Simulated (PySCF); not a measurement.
SiF₂(OH)₂, optimised at HF/6-31G*:

```xyz
7

O      0.2598     0.3060    -1.6295
Si     0.0957    -0.0908    -0.0711
O      0.0289    -1.6927     0.0566
F      1.2904     0.5123     0.7625
F     -1.2003     0.5396     0.5595
H      0.4473     1.1995    -1.8818
H      0.2958    -2.2188    -0.6845
```

Computed with PySCF (xtb for GFN2) and rigid-rotor harmonic-oscillator thermochemistry at 1 bar. 6-31G* has spherical d functions here. All species are closed-shell singlets. B3LYP is the form with VWN-RPA correlation. SiF₂(OH)₂: computed as isolated molecules; such fragments, hydroxides, amides, oligomers or adducts are transient or little studied in the gas.

Problem. List the harmonic frequencies (cm⁻¹, unscaled) at this level and at the other levels, each on its own geometry.

Solution. 
- HF/6-31G*: 80, 210, 281, 320, 388, 398, 417, 832, 877, 885, 1038, 1066, 1100, 4126, 4129
- B3LYP/6-31G*: 125, 201, 257, 311, 362, 368, 380, 772, 842, 846, 979, 1016, 1040, 3811, 3817
- GFN2-xTB: 100, 190, 222, 286, 291, 296, 310, 773, 786, 821, 909, 994, 1042, 3674, 3681
- PBE/def2-SVP: 125, 181, 248, 302, 344, 350, 358, 736, 781, 789, 938, 982, 1004, 3774, 3785
- PBE0/def2-TZVP: 145, 190, 270, 313, 369, 374, 385, 778, 803, 820, 968, 1017, 1042, 3933, 3942
